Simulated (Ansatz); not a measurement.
# HF/cc-pVTZ run of CH3Al (SMILES C[Al])

Aim: the vertical ionisation energy of CH3Al at HF/cc-pVTZ, from 2 runs. 

Program for the calculation: Ansatz 0.2.0.

68 further runs of the same task are left out: 68 set aside as unsound or not needed.

**1. The structure to begin with**

The species is CH3Al (5 atoms), meant as a singlet with charge 0. As SMILES, `C[Al]`. The coordinates come from a PBE0-D4/def2-TZVP relaxation.

Bond lengths: C1–Al2 1.988 Å, C1–H3 1.098 Å, C1–H4 1.098 Å, C1–H5 1.098 Å. Angles: Al2–C1–H3 111.8°, Al2–C1–H4 111.8°, Al2–C1–H5 111.8°, H3–C1–H4 107.1°, H3–C1–H5 107.1°, H4–C1–H5 107.1°.

**2. A single-point energy at HF/cc-pVTZ**

File input.yaml:

```yaml
basis:
  gaussian:
    orbitals: cc-pVTZ
crystal:
  periodic: [false, false, false]
  atoms:
    - {symbol: C, position_ang: [-0.131220, -0.057510, 0.054000]}
    - {symbol: Al, position_ang: [1.572690, 0.689240, -0.647230]}
    - {symbol: H, position_ang: [-0.230740, -1.127460, -0.171770]}
    - {symbol: H, position_ang: [-0.205100, 0.049890, 1.144270]}
    - {symbol: H, position_ang: [-1.005630, 0.445840, -0.379270]}
hamiltonian:
  xc: hf
accuracy: high
output:
  orbitals: {seedname: orbitals}
```

On the command line:

```bash
$ ansatz run input.yaml --threads 1 --pin off --max-ram 3480MiB --events-out events.jsonl --progress --plain --runs-dir runs
```

Standard output:

```text
Warning: RAYON_NUM_THREADS=1 ignored (pool sized by the plan → 1); use --threads N
Functional definition: HF
  name "HF"
  exchange = exact_x
  correlation = 0
1819 factors; integrals over basis functions are off by at most 3.2e-9 eV
mean field evaluation 1: about -7658.2197 eV, gradient 3.0e1 eV
mean field evaluation 2: about -7658.2222 eV, gradient 3.0e1 eV
mean field evaluation 4: about -7660.6585 eV, gradient 2.2e0 eV
mean field evaluation 8: about -7660.6951 eV, gradient 8.4e-2 eV
mean field evaluation 16: about -7660.6951 eV, gradient 2.1e-8 eV
mean field -7660.69512204 eV, -281.5253531293 hartree, gradient 2.1e-8 eV, S^2 0.000000; 0 other end points of the search recorded, 0 dependent functions left out
reference -7660.69512204 eV, -281.5253531293 hartree; 11, 11 occupied and 95, 95 virtual orbitals, 1819 factors
Total energy: -7660.69512204 eV, -281.5253531293 hartree
```

Wall time 1.6 s (1 thread of Intel Xeon 6975P-C (Granite Rapids), shared host); peak memory 0.25 GiB.

**3. The doublet cation**

input.yaml, as its differences from that of step 2:

```diff
@@ -1,4 +1 @@
-basis:
-  gaussian:
-    orbitals: cc-pVTZ
 crystal:
@@ -11,6 +8,12 @@
     - {symbol: H, position_ang: [-1.005630, 0.445840, -0.379270]}
+basis:
+  gaussian:
+    orbitals: cc-pVTZ
 hamiltonian:
   xc: hf
+output: {orbitals: {seedname: orbitals}}
+magnetization:
+  spin_polarized: true
+  initial_magnetization: 1
 accuracy: high
-output:
-  orbitals: {seedname: orbitals}
+total_charge: 1
```

On the command line:

```bash
$ ansatz run input.yaml --threads 1 --pin off --max-ram 3480MiB --events-out events.jsonl --progress --plain --runs-dir runs
```

Standard output:

```text
Warning: RAYON_NUM_THREADS=1 ignored (pool sized by the plan → 1); use --threads N
Functional definition: HF
  name "HF"
  exchange = exact_x
  correlation = 0
1819 factors; integrals over basis functions are off by at most 3.2e-9 eV
mean field evaluation 1: about -7647.3086 eV, gradient 3.5e1 eV
mean field evaluation 2: about -7647.3109 eV, gradient 3.5e1 eV
mean field evaluation 4: about -7653.7882 eV, gradient 2.4e0 eV
mean field evaluation 8: about -7653.9096 eV, gradient 1.4e-3 eV
mean field -7653.90955744 eV, -281.2759882296 hartree, gradient 2.0e-8 eV, S^2 0.782390; 0 other end points of the search recorded, 0 dependent functions left out
reference -7653.90955744 eV, -281.2759882296 hartree; 11, 10 occupied and 95, 96 virtual orbitals, 1819 factors
Total energy: -7653.90955744 eV, -281.2759882296 hartree
```

It took 2.1 s on 1 thread of Intel Xeon 6975P-C (Granite Rapids), shared host; peak memory 0.28 GiB.

**4. What came out**

At HF/cc-pVTZ:

| quantity | value |
| --- | --- |
| singlet CH3Al: total energy | -281.52535 Eh |
| singlet CH3Al: HOMO energy | -7.58 eV |
| singlet CH3Al: LUMO energy | 1.22 eV |
| singlet CH3Al: HOMO–LUMO gap | 8.80 eV |
| doublet cation: total energy | -281.27599 Eh |
| doublet cation: HOMO energy (highest over α and β) | -15.98 eV |
| doublet cation: LUMO energy (lowest over α and β) | -6.07 eV |
| doublet cation: ⟨S²⟩ | 0.782 |
| vertical ionisation energy (to the doublet cation) | 6.786 eV |

What this shows: Removing an electron at fixed nuclei costs 6.79 eV (655 kJ/mol). The negative HOMO energy of the first species, 7.58 eV, lies 0.79 eV above that difference.
